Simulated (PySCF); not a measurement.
# singlet [BH2]+: levels of theory compared

Aim: a comparison of 6 runs (B3LYP/cc-pVTZ, BHLYP/cc-pVTZ, CAM-B3LYP/cc-pVTZ, PBE0/cc-pVTZ, TPSS/cc-pVTZ, wB97X/cc-pVTZ) of singlet [BH2]+. The job is set up through a Python script.

The calculation is run with PySCF 2.14.0.

2 further runs of the same task are left out: 1 that didn't finish, 1 set aside as unsound or not needed. Runs told in other sessions of the task aren't counted.

## 1. Starting point

[BH2]+: 3 atoms, total charge +1, spin state singlet. As SMILES of the parent species, `[BH2]`. The coordinates come from a GFN2-xTB relaxation. That shape belongs to the parent species and isn't relaxed for this state.

Bond lengths: B1–H2 1.159 Å, B1–H3 1.159 Å. Angles: H2–B1–H3 128.4°.

## 2. The energy at B3LYP/cc-pVTZ (run 1)

File run.py:

```python
from pyscf import gto, dft

system = gto.M(
    atom='''
B    0.262840  -0.166230   0.128640
H    0.280020   0.985320   0.260980
H   -0.542860  -0.819090  -0.389630
''',
    max_memory=1860,
    verbose=3,
    basis='cc-pvtz',
    charge=1,
)

mf = dft.RKS(system, xc='b3lyp')
mf.grids.level = 5
mf.conv_tol = 1e-10
mf.kernel()
if not mf.converged:
    mf = mf.newton().run(mf.mo_coeff, mf.mo_occ)

e_final = mf.e_tot
print('E(%s) = %.9f' % ('B3LYP', e_final))
```

Command:

```sh
$ OMP_NUM_THREADS=1 python run.py
```

Output:

```text
<dir> SyntaxWarning: invalid escape sequence '\W'
  S = {(paw_set(r)[0], bool(re.search(r"spin_orbit\W+true|paw_fr", str((r.get("files") or {}).get("input") or "")) or re.search("(?i)spin.orbit\W+(value\W+)?(true|yes)|value\W+spin-orbit", json.dumps(r.get("inputs"), default=str)))) for r in records}
converged SCF energy = -25.6057807983521
E(B3LYP) = -25.605780798
```

Wall time 2.6 s (1 thread of Arm Neoverse V1, shared host); peak memory 0.28 GiB.

## 3. A single-point energy at BHLYP/cc-pVTZ (run 2)

File job.py:

```python
from pyscf import gto, dft

mol = gto.M(
    atom='''
B        0.262840      -0.166230       0.128640
H        0.280020       0.985320       0.260980
H       -0.542860      -0.819090      -0.389630
''',
    charge=1,
    spin=0,
    max_memory=1860,
    basis='cc-pvtz',
    verbose=3,
)

mf = dft.RKS(mol, xc='bhandhlyp')
mf.conv_tol = 1e-10
mf.grids.level = 5
mf.kernel()
if not mf.converged:
    mf = mf.newton().run(mf.mo_coeff, mf.mo_occ)

e_final = mf.e_tot
print('E = %.10f Eh' % e_final)
```

Command:

```sh
$ OMP_NUM_THREADS=1 python job.py
```

Output:

```text
<dir> SyntaxWarning: invalid escape sequence '\W'
  S = {(paw_set(r)[0], bool(re.search(r"spin_orbit\W+true|paw_fr", str((r.get("files") or {}).get("input") or "")) or re.search("(?i)spin.orbit\W+(value\W+)?(true|yes)|value\W+spin-orbit", json.dumps(r.get("inputs"), default=str)))) for r in records}
converged SCF energy = -25.5927057878865
E = -25.5927057879 Eh
```

Wall time 2.7 s (1 thread of Arm Neoverse V1, shared host); peak memory 0.28 GiB.

Runs 3 to 5 aren't shown in full; the table further down has their settings and results.

## 4. A single-point energy at wB97X/cc-pVTZ (run 6)

File calc.py:

```python
from pyscf import gto, dft

molecule = gto.M(
    atom=[
    ('B', (0.262840, -0.166230, 0.128640)),
    ('H', (0.280020, 0.985320, 0.260980)),
    ('H', (-0.542860, -0.819090, -0.389630)),
],
    verbose=4,
    spin=0,
    max_memory=1860,
    basis='cc-pvtz',
    charge=1,
)

mf = dft.RKS(molecule)
mf.xc = 'wb97x'
mf.grids.level = 5
mf.conv_tol = 1e-10
mf.kernel()
if not mf.converged:
    mf = mf.newton().run(mf.mo_coeff, mf.mo_occ)

e_tot = mf.e_tot
print('Final energy', e_tot)
```

Command:

```sh
$ OMP_NUM_THREADS=1 python calc.py
```

Output:

```text
<dir> SyntaxWarning: invalid escape sequence '\W'
  S = {(paw_set(r)[0], bool(re.search(r"spin_orbit\W+true|paw_fr", str((r.get("files") or {}).get("input") or "")) or re.search("(?i)spin.orbit\W+(value\W+)?(true|yes)|value\W+spin-orbit", json.dumps(r.get("inputs"), default=str)))) for r in records}

PySCF version 2.14.0

[INPUT] num. atoms = 3
[INPUT] num. electrons = 6
[INPUT] charge = 1
[INPUT] spin (= nelec alpha-beta = 2S) = 0
[INPUT] symmetry False subgroup None
[INPUT] Mole.unit = angstrom
[INPUT] Symbol           X                Y                Z      unit          X                Y                Z       unit  Magmom
[INPUT]  1 B      0.262840000000  -0.166230000000   0.128640000000 AA    0.496695614581  -0.314129173686   0.243094368664 Bohr   0.0
[INPUT]  2 H      0.280020000000   0.985320000000   0.260980000000 AA    0.529161109401   1.861984945056   0.493180723989 Bohr   0.0
[INPUT]  3 H     -0.542860000000  -0.819090000000  -0.389630000000 AA   -1.025856723981  -1.547855771370  -0.736293989914 Bohr   0.0

nuclear repulsion = 4.81824384906663
number of shells = 21
number of NR pGTOs = 74
number of NR cGTOs = 58
basis = cc-pvtz
ecp = {}

******** <class 'pyscf.dft.rks.RKS'> ********
method = RKS
initial guess = minao
damping factor = 0
level_shift factor = 0
DIIS = <class 'pyscf.scf.diis.CDIIS'>
diis_start_cycle = 1
diis_space = 8
diis_damp = 0
SCF conv_tol = 1e-10
SCF conv_tol_grad = None
SCF max_cycles = 50
direct_scf = True
direct_scf_tol = 1e-13
XC library pyscf.dft.libxc version 7.0.0
    S. Lehtola, C. Steigemann, M. J.T. Oliveira, and M. A.L. Marques.,  SoftwareX 7, 1–5 (2018)
XC functionals = wb97x
radial grids:
    Treutler-Ahlrichs [JCP 102, 346 (1995); DOI:10.1063/1.469408] (M4) radial grids

becke partition: Becke, JCP 88, 2547 (1988); DOI:10.1063/1.454033
pruning grids: <function nwchem_prune>
grids dens level: 5
symmetrized grids: False
atomic radii adjust function: <function treutler_atomic_radii_adjust>
small_rho_cutoff = 0
Set gradient conv threshold to 1e-05
Initial guess from minao.
tot grids = 90240
init E= -25.7550738697974
  HOMO = -0.403105029460583  LUMO = -0.108286054783743  gap/eV = 8.02243
cycle= 1 E= -25.5558460370318  delta_E= 0.199  |g|= 0.281  |ddm|= 0.889
  HOMO = -0.871497668409882  LUMO = -0.402816828929568  gap/eV = 12.75346
cycle= 2 E= -25.5940788432131  delta_E= -0.0382  |g|= 0.0675  |ddm|= 0.291
  HOMO = -0.830871964807155  LUMO = -0.346271382968843  gap/eV = 13.18665
cycle= 3 E= -25.5953309784245  delta_E= -0.00125  |g|= 0.0139  |ddm|= 0.0687
  HOMO = -0.825735646037709  LUMO = -0.341111511321154  gap/eV = 13.18729
cycle= 4 E= -25.5954508648227  delta_E= -0.00012  |g|= 0.00212  |ddm|= 0.0275
  HOMO = -0.825959926880568  LUMO = -0.341225209622216  gap/eV = 13.19030
cycle= 5 E= -25.5954549857778  delta_E= -4.12e-06  |g|= 0.000534  |ddm|= 0.00389
  HOMO = -0.825938051374536  LUMO = -0.341245375618811  gap/eV = 13.18916
cycle= 6 E= -25.5954552463767  delta_E= -2.61e-07  |g|= 4.85e-05  |ddm|= 0.000904
  HOMO = -0.825951598490547  LUMO = -0.341247960203328  gap/eV = 13.18946
cycle= 7 E= -25.5954552482583  delta_E= -1.88e-09  |g|= 6.07e-06  |ddm|= 7.91e-05
  HOMO = -0.825949945176681  LUMO = -0.341247728548691  gap/eV = 13.18942
cycle= 8 E= -25.5954552482796  delta_E= -2.13e-11  |g|= 7.07e-07  |ddm|= 1.37e-05
  HOMO = -0.825949893426624  LUMO = -0.341247650777766  gap/eV = 13.18942
Extra cycle  E= -25.5954552482798  delta_E= -1.85e-13  |g|= 1.89e-07  |ddm|= 1.59e-06
converged SCF energy = -25.5954552482798
Final energy -25.59545524827982
```

It took 3.3 s on 1 thread of Arm Neoverse V1, shared host; peak memory 0.28 GiB.

## 5. All runs side by side

```tsv
run	level	energy (Eh)	HOMO energy (eV)	LUMO energy (eV)	HOMO–LUMO gap (eV)	wall time
1	B3LYP/cc-pVTZ	-25.605781	-19.69	-12.41	7.28	2.6 s
2	BHLYP/cc-pVTZ	-25.592706	-21.39	-10.84	10.55	2.7 s
3	CAM-B3LYP/cc-pVTZ	-25.576188	-21.43	-10.86	10.57	3.6 s
4	PBE0/cc-pVTZ	-25.553784	-19.87	-12.01	7.86	2.8 s
5	TPSS/cc-pVTZ	-25.611662	-18.66	-12.85	5.81	5.7 s
6	wB97X/cc-pVTZ	-25.595455	-22.48	-9.29	13.19	3.3 s
```

## 6. Summary of results

```
            quantity         value
 run 6: total energy  -25.59546 Eh
  run 6: HOMO energy     -22.48 eV
  run 6: LUMO energy      -9.29 eV
run 6: HOMO–LUMO gap      13.19 eV
```

What this shows: The HOMO–LUMO gap runs from 5.81 eV (TPSS/cc-pVTZ) to 13.19 eV (wB97X/cc-pVTZ). Totals of different functionals can't be ranked against each other. All runs together took 21 s, the longest 5.7 s.
